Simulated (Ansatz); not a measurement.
We consider rutile SnO2, described by PBE in Ansatz (plane waves, PAW).

Input:

Ansatz 0.2 input:
```yaml
crystal:
  lattice:
    - [4.8912893858, 0.0, 0.0]
    - [0.0, 4.8912893858, 0.0]
    - [0.0, 0.0, 3.2805135021]
  atoms:
    - { symbol: Sn, position: [0.0, 0.0, 0.0] }
    - { symbol: Sn, position: [0.5, 0.5, 0.5] }
    - { symbol: O, position: [0.306583844, 0.306583844, 0.0] }
    - { symbol: O, position: [0.806583844, 0.193416156, 0.5] }
    - { symbol: O, position: [0.193416156, 0.806583844, 0.5] }
    - { symbol: O, position: [0.693416156, 0.693416156, 0.0] }
basis:
  ecutwfc: 520
  ecutrho_ratio: 4
  xc_grid: 2
kpoints:
  mp_grid: { grid: [8, 8, 10] }
hamiltonian:
  xc: pbe
  dispersion: none
  pseudopotentials: { kind: paw }
scf:
  occupations: { method: fermi_dirac, width: 0.01 }
output:
  forces: true
  stress: true
  eigenvalues: true
relax:
  f_tol: 0.004
  escape_saddle: false
  max_steps: 80
  cell: { stress_tol: 0.02, fix: [volume] }
```

From the output:

```
Relaxation: its limit of steps is 80 (relax.max_steps)
Crystal: 6 atoms, lattice volume = 78.485 Å³
Basis set: ecut = 520 eV, 2097 PW (Γ), exchange–correlation on 80×80×50 points (8 copies of the dense FFT grid, shifted against one another)
Bands: 32, of which v1, the nominal top of the filled ones, is band 26 counted from 1 (25 counted from 0)
Symmetry: 16 space group operations
Space group: P42/mnm (ITA 136), of the structure as read, at distance tolerance 4.3e-5 Å
k-points: 90 of 640
Functional: x = pbe(κ = 0.804, μ = 0.2195149727645171), c = pbe(β = 0.06672455060314922)
SCF iter   1: F=—  HF=-14317.938673 eV  |F-HF|=—  |Δ(HF+E_count)|=         —  Δρ=1.76e-3  dr2=9.75e-4
SCF iter   2: F=—  HF=-14317.939731 eV  |F-HF|=—  |Δ(HF+E_count)|=   1.06e-3  Δρ=8.62e-4  dr2=1.89e-4
  ...
SCF 1 converged in 6 iterations: F = -14317.940021 eV  dr2 = 4.96e-8
Crystal: 6 atoms, lattice volume = 78.485 Å³
Basis set: ecut = 520 eV, 2105 PW (Γ), exchange–correlation on 80×80×50 points (8 copies of the dense FFT grid, shifted against one another)
Initial density: handed on by an earlier stage of this run
SCF 2 converged in 4 iterations: F = -14317.943636 eV  dr2 = 2.47e-7
Crystal: 6 atoms, lattice volume = 78.485 Å³
Basis set: ecut = 520 eV, 2113 PW (Γ), exchange–correlation on 80×80×50 points (8 copies of the dense FFT grid, shifted against one another)
SCF 3 converged in 5 iterations: F = -14317.945309 eV  dr2 = 6.13e-8
Crystal: 6 atoms, lattice volume = 78.485 Å³
SCF 4 converged in 5 iterations: F = -14317.945653 eV  dr2 = 6.31e-9
Crystal: 6 atoms, lattice volume = 78.485 Å³
SCF iter   5: F=—  HF=-14317.945647 eV  |F-HF|=—  |Δ(HF+E_count)|=   4.85e-9  Δρ=2.39e-7  dr2=2.98e-11
SCF iter   6: F=-14317.945647 eV  HF=-14317.945647 eV  |F-HF|=1.82e-12  |Δ(HF+E_count)|=  2.13e-10  Δρ=6.63e-8  dr2=1.99e-12
SCF 5 converged in 6 iterations: F = -14317.945647 eV  dr2 = 1.99e-12
SCF converged after 6 iterations
Free energy (F): -14317.945647 eV
Internal energy: -14317.945647 eV  (E = F + TS)
E sigma→0 (E₀):  -14317.945647 eV
Fermi energy:    8.351788 eV
--- Forces (eV/Å), atoms counted from 1 ---
  atom   1  Sn     0.00000000     0.00000000     0.00000000
  atom   2  Sn     0.00000000    -0.00000000    -0.00000000
  atom   3  O      0.00065529     0.00065529     0.00000000
  atom   4  O      0.00065529    -0.00065529     0.00000000
  atom   5  O     -0.00065529     0.00065529    -0.00000000
  atom   6  O     -0.00065529    -0.00065529    -0.00000000
--- Stress (GPa, compression-positive) ---
       -5.847536      -0.000000       0.000000
       -0.000000      -5.847536       0.000000
        0.000000       0.000000      -5.829036
  P = ⅓ Tr σ = -5.8414 GPa (-58.414 kbar)
```

The cell is one volume of an energy–volume scan, off the minimum.

Ansatz is an electronic-structure program.
